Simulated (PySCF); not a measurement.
# Mg: ionisation energy

Mg [Ne] 3s2 (1S) → Mg+ [Ne] 3s1 (2S), as a difference of total energies. Calculation: PySCF 2.14, in dyall-acv3z (20s13p7d4f, 122 functions); the spin-free X2C one-electron Hamiltonian (Gaussian nucleus). Correlated levels: valence: [Ne] frozen; valence and next inner shell: 1s2 frozen; virtual orbitals above 40 to 60 times the deepest correlated orbital energy dropped. The calculations carry no spin-orbit coupling.

```json
{"method": "UHF", "ionisation energy (eV)": "6.615"}
{"method": "LDA", "ionisation energy (eV)": "7.732"}
{"method": "PBE", "ionisation energy (eV)": "7.624"}
{"method": "PBE0", "ionisation energy (eV)": "7.552"}
{"method": "r2SCAN", "ionisation energy (eV)": "7.380"}
{"method": "wB97M-V", "ionisation energy (eV)": "7.676"}
{"method": "wB97X-V", "ionisation energy (eV)": "7.538"}
{"method": "CAM-B3LYP", "ionisation energy (eV)": "7.713"}
{"method": "MP2 (valence)", "ionisation energy (eV)": "7.270"}
{"method": "SCS-MP2 (valence)", "ionisation energy (eV)": "7.401"}
{"method": "MP2 (valence and next inner shell)", "ionisation energy (eV)": "7.413"}
{"method": "SCS-MP2 (valence and next inner shell)", "ionisation energy (eV)": "7.513"}
```

How much does correlation contribute at MP2 (valence and next inner shell)?

7.413 − (6.615) = 0.798 eV, measured against UHF.

Errors of the correlated levels include the incompleteness of this basis and the frozen core.

For comparison: 7.646 eV (measured; NIST Atomic Spectra Database, ionization energies).
